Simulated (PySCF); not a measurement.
Molecule: `CP(C)C`, C3H9P.

Geometry:
| atom | x (Å) | y (Å) | z (Å) |
| --- | --- | --- | --- |
| C1 | -0.500 | 1.518 | 0.391 |
| P2 | -0.154 | -0.203 | 0.978 |
| C3 | 1.563 | -0.405 | 0.319 |
| C4 | -1.083 | -1.149 | -0.313 |
| H5 | -0.274 | 1.653 | -0.680 |
| H6 | 0.102 | 2.232 | 0.973 |
| H7 | -1.560 | 1.759 | 0.563 |
| H8 | 1.640 | -0.146 | -0.750 |
| H9 | 1.889 | -1.447 | 0.457 |
| H10 | 2.253 | 0.236 | 0.889 |
| H11 | -0.823 | -0.834 | -1.338 |
| H12 | -0.870 | -2.224 | -0.207 |
| H13 | -2.165 | -1.009 | -0.163 |

Geometry PBE0-D3(BJ)/def2-SVP throughout; GIAO in PySCF 2.14.0 with density-fitted response routines, gas phase, one conformer, non-relativistic; equivalent atoms averaged; basis pcSseg-2.

Q: How do the absolute shieldings σ depend on the functional? (ppm; last column core-seconds on 1 thread of an Arm Neoverse V2, shared host)

A: 
| functional | kind | C1/C3/C4 | P2 | H5/H6/H7/H8/H9/H10/H11/H12/H13 | core-s |
| --- | --- | --- | --- | --- | --- |
| WP04 | global hybrid | 152.7 | 323.1 | 30.73 | 22 |
| B97-2 | global hybrid | 163.9 | 377.6 | 30.44 | 21 |
| BHandHLYP | global hybrid | 164.9 | 370.4 | 30.56 | 20 |
| CAM-B3LYP | range-separated hybrid | 162.7 | 354.4 | 30.44 | 31 |
| wB97X-D | range-separated hybrid | 165.4 | 372.5 | 30.47 | 28 |
| LC-wPBE | range-separated hybrid | 170.7 | 387.3 | 30.46 | 38 |

Q: Which nucleus moves most, in ppm?

A: P2 (phosphorus bonded to 3 C): from 323.1 ppm with WP04 to 387.3 ppm with LC-wPBE. The smallest spread is 0.29 ppm, at H5/H6/H7/H8/H9/H10/H11/H12/H13. Proton shifts span only some 12 ppm, so a few tenths of a ppm matter as much there as several ppm in carbon.
